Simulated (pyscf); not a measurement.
Optimised with ωB97X-D3(BJ)/def2-SVP in PySCF. MP2 and CC: frozen core, UHF for open shells. ΔMP2 is the change of the MP2 total energy from the triple- to the quadruple-zeta basis.

Q: Estimate the classical barrier height and the reaction energy of HO–B(Cl)–Cl + H• → [HO–B–Cl]• + HCl at CCSD(T)/def2-TZVPP + ΔMP2(QZVPP). The step runs on the doublet surface, breaks B–Cl and forms Cl–H; take the separated reactants as zero.

A: ΔE‡ = 28.4 kcal/mol, ΔE = +15.3 kcal/mol. Zero-point energy shifts the barrier by +1.0 kcal/mol. It is an atom transfer, with an imaginary mode of 601i cm⁻¹. One saddle was located; it need not be the lowest between these sides. The angle at the transferred Cl is 166°. The CCSD(T) − MP2 part came from Ansatz, without density fitting, on the same reference.
